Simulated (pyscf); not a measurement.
## Four-centre exchange: F–BH–F (SMILES FBF) + CH₄ (SMILES C) → F–BH–F (SMILES FBF) + CH₄ (SMILES C)

Gas phase, singlet surface, charge 0. Bonds broken: B2–H6, H4–C5. Bonds formed: B2–H4, C5–H6. Structures and frequencies: ωB97X-D3(BJ)/def2-SVP in PySCF. MP2 and CC: frozen core, UHF for open shells. ΔMP2 is the change of the MP2 total energy from the triple- to the quadruple-zeta basis.

Transition state (Å):

```xyz
9

F      2.2256    -0.0224    -1.2570
B      1.0376     0.4662    -0.7476
F      0.2530     1.2633    -1.5607
H      0.3371    -0.5291    -0.4354
C      0.4626     0.0588     1.0758
H      1.3316     1.1593     0.2586
H      0.3004    -1.0144     1.2428
H     -0.4799     0.6152     1.1088
H      1.1689     0.4195     1.8351
```

One imaginary mode, 1349i cm⁻¹; descent along it reached the two sides named.

```
bond   change  reactant side (Å)  saddle  product side
-----  ------  -----------------  ------  ------------
B2–H6  breaks              1.201   1.257           3.0
H4–C5  breaks              1.100   1.626           3.4
B2–H4   forms                2.8   1.256         1.202
C5–H6   forms                3.3   1.623         1.099
```

Electronic energies relative to the separated reactants (kcal/mol):

```tsv
level	barrier	reaction energy	reverse barrier
ωB97X-D3(BJ)/def2-TZVP	92.3	0.0	92.3
PBE/def2-TZVP	83.2	0.0	83.2
r²SCAN/def2-TZVP	87.8	0.0	87.8
B3LYP-D3(BJ)/def2-TZVP	91.1	0.0	91.1
PBE0-D3(BJ)/def2-TZVP	87.3	0.0	87.3
M06-2X/def2-TZVP	92.0	0.0	92.0
ωB97M-D3(BJ)/def2-TZVP	91.8	0.0	91.8
HF/def2-TZVP	114.0	0.0	114.0
MP2/def2-QZVPP	97.7	0.0	97.7
CCSD/def2-TZVPP	98.3	0.0	98.3
CCSD(T)/def2-TZVPP	95.4	0.0	95.4
CCSD(T)/def2-TZVPP + ΔMP2(QZVPP)	95.3	0.0	95.3
```

With CCSD(T)/def2-TZVPP + ΔMP2(QZVPP) energies and thermal terms (ideal gas, 1 atm, RRHO with modes under 100 cm⁻¹ raised to 100, one conformer, R ln 2 for chiral ones without a mode under 150 cm⁻¹), in kcal/mol:

| T (K) | ΔH‡ | ΔG‡ | ΔH | ΔG |
|---|---|---|---|---|
| 298 | 95.4 | 104.9 | 0.0 | 0.0 |
| 600 | 95.5 | 114.6 | 0.0 | 0.0 |
| 900 | 96.0 | 124.0 | 0.0 | 0.0 |
| 1200 | 96.7 | 133.2 | 0.0 | 0.0 |

The same reactants have a lower exit, to H₃C–B(F)–F + H₂ (barrier +50.3 kcal/mol at ωB97M-D3(BJ), against +91.8 kcal/mol here). This is the saddle that the search found; another between the same sides may lie lower. The CCSD(T) − MP2 part came from Ansatz, without density fitting, on the same reference.
